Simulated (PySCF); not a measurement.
Basis-set dependence of excited states

1,3-difluoropropane, C3H6F2.
InChI=1S/C3H6F2/c4-2-1-3-5/h1-3H2

TDDFT with PBE0 (PySCF), vertical singlets, core orbitals frozen in the response, spherical d and f functions. The structure is a single PBE0-D3(BJ)/def2-SVP conformer in the gas phase; no vibrational or solvent corrections.

Problem. How do the low singlets change with the basis? Take 6-31G*, def2-SVP, 6-31+G*, def2-SVPD, aug-cc-pVDZ, def2-TZVP and def2-TZVPD.

Solution. 

| basis | functions | diffuse | S1 (eV) | S2 (eV) | S3 (eV) | S4 (eV) | S5 (eV) | LUMO (eV) | α (au) |
| --- | --- | --- | --- | --- | --- | --- | --- | --- | --- |
| 6-31G* | 82 | no | 10.15 | 10.20 | 10.63 | 10.83 | 11.02 | 2.79 | 33.5 |
| def2-SVP | 100 | no | 9.62 | 9.70 | 10.18 | 10.49 | 10.50 | 1.88 | 33.9 |
| 6-31+G* | 102 | yes | 8.59 | 8.62 | 9.02 | 9.10 | 9.14 | 0.42 | 37.2 |
| def2-SVPD | 154 | yes | 8.84 | 8.89 | 9.38 | 9.55 | 9.61 | 0.70 | 40.5 |
| aug-cc-pVDZ | 169 | yes | 8.22 | 8.25 | 8.66 | 8.74 | 8.80 | -0.06 | 41.2 |
| def2-TZVP | 191 | no | 9.21 | 9.26 | 9.80 | 9.86 | 9.90 | 1.30 | 38.6 |
| def2-TZVPD | 245 | yes | 8.50 | 8.53 | 9.01 | 9.12 | 9.16 | 0.35 | 41.3 |

States are compared by their number. Against the largest diffuse basis here (def2-TZVPD, itself not a converged limit), sets without diffuse functions differ by up to 1.65 eV in S1 and 1.86 eV in S5; the smaller diffuse sets differ by up to 0.34 and 0.45 eV. State by state, the largest deviation of a set without diffuse functions is S1 1.65, S2 1.67, S3 1.62, S4 1.70, S5 1.86 eV. The same number needn't mean the same state in each row. Against def2-TZVPD the polarisability deviates by -19% in 6-31G*, -18% in def2-SVP, -10% in 6-31+G*, -2% in def2-SVPD, 0% in aug-cc-pVDZ, -6% in def2-TZVP. A single + in a Pople set puts diffuse functions on heavy atoms only.
